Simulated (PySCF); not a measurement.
## Beryllium: a sound run and one with changed settings

Sound run: Be [He] 2s2, Be⁺ [He] 2s1. Calculation: PySCF 2.14, in cc-pVTZ (4s3p2d1f, 30 functions); the non-relativistic Hamiltonian (point nucleus). The sound run starts from symmetry-adapted Hartree-Fock orbitals and uses a fine grid where one is needed.

Changed run: radial step 0.8 in ln r (0.13 in the sound run). This setting is unsound on purpose.

```json
{"species": "Be", "method": "UHF", "sound run (hartree)": "-14.57287", "changed run (hartree)": "-14.57287", "converged": "yes"}
{"species": "Be", "method": "B3LYP", "sound run (hartree)": "-14.67245", "changed run (hartree)": "-14.66364", "converged": "yes"}
{"species": "Be", "method": "MN15", "sound run (hartree)": "-14.66029", "changed run (hartree)": "-14.68726", "converged": "yes"}
{"species": "Be⁺", "method": "UHF", "sound run (hartree)": "-14.27724", "changed run (hartree)": "-14.27724", "converged": "yes"}
{"species": "Be⁺", "method": "B3LYP", "sound run (hartree)": "-14.33765", "changed run (hartree)": "-14.33214", "converged": "yes"}
{"species": "Be⁺", "method": "MN15", "sound run (hartree)": "-14.33166", "changed run (hartree)": "-14.35009", "converged": "yes"}
```

Ionisation energy of Be:

| method | sound run (eV) | changed run (eV) |
| --- | --- | --- |
| UHF | 8.045 | 8.045 |
| B3LYP | 9.110 | 9.021 |
| MN15 | 8.942 | 9.175 |

A coarse radial grid mis-integrates the density and the exchange-correlation energy, with errors of either sign; Hartree-Fock needs no grid.

For comparison, NIST gives 9.323 eV between the lowest levels.
